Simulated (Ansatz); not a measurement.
# H3O (doublet): wave-function methods side by side at distance O1–H3 along a hydrogen transfer = 0.960 Å, 6-31G

How much of the correlation energy of H3O (doublet) does each wave-function method recover here?

Program: Ansatz 0.2.0, Gaussian basis. Level of theory: 6-31G, core rule «outside noble gas», up to 1 orbitals frozen. These are calculated values, not measurements.

To be run: UHF; CCSD(T) on ROHF; CCSD(T) on UHF; BCCD(T) on ROHF; CISD; CCSDT(Q) on ROHF; CCSDT(Q) on UHF; CISDTQ; CCSDTQ on ROHF; CCSDTQ on UHF; CASSCF and MRCISD+Q, 3 electrons in 3 orbitals; CASSCF and NEVPT2, 3 electrons in 3 orbitals; CASSCF and MRCISD+Q, 9 electrons in 7 orbitals; CASSCF and MRCISD+Q(relaxed), 9 electrons in 7 orbitals; CASSCF and NEVPT2, 9 electrons in 7 orbitals; Full CI.

13 further runs of the same task are left out: 2 that didn't finish, 11 set aside as unsound or not needed.

**1. The system**

The geometry derives from fragments relaxed apart (PBE0/def2-TZVP) and kept rigid, so it is no stationary point. A hydrogen atom is moved between rigid fragments.

4 atoms, charge 0, spin multiplicity 2.

Atoms are counted from 1 here; the program's logs count them from 0.

Bond lengths: O1–H2 0.960 Å, O1–H3 0.960 Å. Angles: H2–O1–H3 105.1°.

**2. UHF**

The input, in.yaml:

```yaml
crystal:
  periodic: [false, false, false]
  atoms:
    - {symbol: O, position_ang: [-0.153349, -0.049094, 0.000000]}
    - {symbol: H, position_ang: [-0.402659, 0.877481, 0.000000]}
    - {symbol: H, position_ang: [0.806180, -0.049094, 0.000000]}
    - {symbol: H, position_ang: [2.030651, -0.049094, 0.000000]}
basis:
  gaussian: {orbitals: 6-31G}
magnetization: {spin_polarized: true, initial_magnetization: 1}
hamiltonian: {xc: hf}
output: {orbitals: {seedname: orbitals}}
```

Started as:

```bash
$ ansatz run in.yaml --threads 1 --pin off --events-out ev --progress --plain --max-ram 2393MiB
```

After this run come: CCSD(T) on ROHF; CCSD(T) on UHF; BCCD(T) on ROHF; CISD; CCSDT(Q) on ROHF; CCSDT(Q) on UHF; CISDTQ; CCSDTQ on ROHF; CCSDTQ on UHF; CASSCF and MRCISD+Q, 3 electrons in 3 orbitals; CASSCF and NEVPT2, 3 electrons in 3 orbitals; CASSCF and MRCISD+Q, 9 electrons in 7 orbitals; CASSCF and MRCISD+Q(relaxed), 9 electrons in 7 orbitals; CASSCF and NEVPT2, 9 electrons in 7 orbitals; Full CI.

**Question.** What will the summary of the whole plan be? Wanted: FCI below the RHF energy; RMP2 from FCI; UMP2 from FCI; RCCSD from FCI; RCCSD(T) from FCI; UCCSD(T) from FCI; RCCSDT(Q) from FCI; UCCSDT(Q) from FCI; NEVPT2 pair from FCI.

The runs gave:

| quantity | value |
| --- | --- |
| FCI below the RHF energy | -3.7960 eV |
| RMP2 from FCI | +23.6 kJ/mol |
| UMP2 from FCI | +23.3 kJ/mol |
| RCCSD from FCI | +4.4 kJ/mol |
| RCCSD(T) from FCI | +1.5 kJ/mol |
| UCCSD(T) from FCI | +1.5 kJ/mol |
| RCCSDT(Q) from FCI | 0.0 kJ/mol |
| UCCSDT(Q) from FCI | 0.0 kJ/mol |
| NEVPT2 pair from FCI | +18.5 kJ/mol |
| MRCISD+Q pair from FCI | +3.3 kJ/mol |
| NEVPT2 valence from FCI | +29.4 kJ/mol |
| levels within 1 kcal/mol (43 meV) | RCCSD(T), UCCSD(T), BCCD(T), RCCSDT, UCCSDT, CISDTQ, RCCSDT(Q), UCCSDT(Q), RCCSDTQ, UCCSDTQ, MRCISD+Q pair, MRCISD+Q valence, MRCISD+Q(relaxed) valence |
| T1 diagnostic | 0.016 |
| effectively unpaired electrons | 1.02 |

RCCSD(T) misses by +1.5 kJ/mol, 0.4 % of the correlation energy. One determinant dominates. Of the multireference levels listed MRCISD+Q(relaxed) valence comes nearest in total energy (+0.5 kJ/mol), which doesn't show that its space is the better one. These misses are within one basis, not against nature; the frozen cores of restricted and unrestricted runs differ, which can shift their rows.
